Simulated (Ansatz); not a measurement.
Reaction: H5Si2OF (SMILES [SiH3]O[SiH2]F) → SiH3 (SMILES [SiH3], doublet) + H2SiOF (SMILES [O][SiH2]F, doublet) (the O-Si bond breaks)
Each species at its own B3LYP-D3(BJ)/def2-TZVP minimum (Ansatz, a quantum-chemistry and plane-wave program), one conformer.

Total energies in hartree (Ansatz). Radicals and triplets start from unrestricted determinants; spin-orbit coupling is neglected. Cores are frozen in correlated methods. No relativity.

| species | HF/cc-pV(T+d)Z | CCSD(T)/cc-pV(T+d)Z | HF/cc-pV(Q+d)Z | CCSD(T)/cc-pV(Q+d)Z | CCSD(T)/cc-pV(D+d)Z | CCSDT(Q)/cc-pV(D+d)Z |
|---|---|---|---|---|---|---|
| 1: H5Si2OF (SMILES [SiH3]O[SiH2]F) | -755.35031 | -756.14151 | -755.37541 | -756.22578 | -755.86278 | -755.86493 |
| 2: SiH3 (SMILES [SiH3], doublet) | -290.64257 | -290.78856 | -290.64619 | -290.79897 | -290.75358 | -290.75426 |
| 3: H2SiOF (SMILES F[SiH2][O], doublet) | -464.54225 | -465.14358 | -464.56267 | -465.21325 | -464.91561 | -464.91743 |

Problem. Work out the bond dissociation energy (electronic) in kcal/mol: take Hartree-Fock from cc-pV(Q+d)Z, extrapolate the CCSD(T) correlation energy as X^-3 (X = 3, 4), and add CCSDT(Q) - CCSD(T) in cc-pV(D+d)Z. 1 hartree = 627.51 kcal/mol.

Solution. 
Species 1: correlation (64·(-0.85037) - 27·(-0.79120))/37 = -0.89355; step -0.00215; E1 = -755.37541 + (-0.89355) + (-0.00215) = -756.27111
Species 2: correlation (64·(-0.15278) - 27·(-0.14599))/37 = -0.15773; step -0.00068; E2 = -290.64619 + (-0.15773) + (-0.00068) = -290.80460
Species 3: correlation (64·(-0.65058) - 27·(-0.60133))/37 = -0.68652; step -0.00182; E3 = -464.56267 + (-0.68652) + (-0.00182) = -465.25101
-1·E1 +1·E2 +1·E3 = 0.21550 hartree = 135.2 kcal/mol.
